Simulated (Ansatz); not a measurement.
The input, for Ansatz 0.2.0:

```yaml
crystal:
  periodic: [false, false, false]
  atoms:
    - {symbol: Si, position_ang: [0.000000, -0.011053, 0.665618]}
    - {symbol: C, position_ang: [0.000000, -0.170629, -1.220169]}
    - {symbol: H, position_ang: [0.000000, 2.341204, -4.007318]}
basis:
  gaussian: {orbitals: 6-31G}
magnetization: {spin_polarized: false, initial_magnetization: 3}
correlation: {method: ccsdtq, electrons: outside_noble_gas}
```

```sh
$ ansatz run in.yaml --threads 1 --pin off --events-out ev --progress --plain --max-ram 2393MiB
```

**Question.** Roughly how long does this take on 1 thread of Arm Neoverse V2, shared host, and how much host memory?

**Answer.** 35 s wall and 0.26 GiB.

```
502 factors; integrals over basis functions are off by at most 1.3e-7 eV
mean field evaluation 1: about -8894.7410 eV, gradient 1.1e1 eV
mean field evaluation 2: about -8894.7431 eV, gradient 1.1e1 eV
mean field evaluation 4: about -8898.6759 eV, gradient 4.5e0 eV
mean field evaluation 8: about -8898.9969 eV, gradient 1.2e0 eV
mean field evaluation 16: about -8899.0747 eV, gradient 2.3e-2 eV
mean field evaluation 32: about -8899.0465 eV, gradient 2.9e-1 eV
mean field evaluation 64: about -8899.0727 eV, gradient 2.4e-6 eV
mean field evaluation 96: about -8899.0727 eV, gradient 3.4e-3 eV
mean field evaluation 128: about -8899.0721 eV, gradient 1.4e-1 eV
mean field evaluation 160: about -8899.0727 eV, gradient 2.6e-6 eV
...
cycle  19  -4.17086160 eV  change   -1.7e-5 eV  update   2.0e-5
cycle  20  -4.17087270 eV  change   -1.1e-5 eV  update   1.6e-5
cycle  21  -4.17087647 eV  change   -3.8e-6 eV  update   1.2e-5
cycle  22  -4.17085756 eV  change    1.9e-5 eV  update   9.0e-6
cycle  23  -4.17085152 eV  change    6.0e-6 eV  update   6.3e-6
cycle  24  -4.17085177 eV  change   -2.5e-7 eV  update   4.8e-6
cycle  25  -4.17085554 eV  change   -3.8e-6 eV  update   3.4e-6
cycle  26  -4.17085858 eV  change   -3.0e-6 eV  update   2.3e-6
cycle  27  -4.17086179 eV  change   -3.2e-6 eV  update   1.5e-6
cycle  28  -4.17086083 eV  change    9.6e-7 eV  update   7.4e-7
Total energy: -8903.24563159 eV, -327.1882421244 hartree
```

For the same geometry and basis full CI lies 5.9 meV lower.
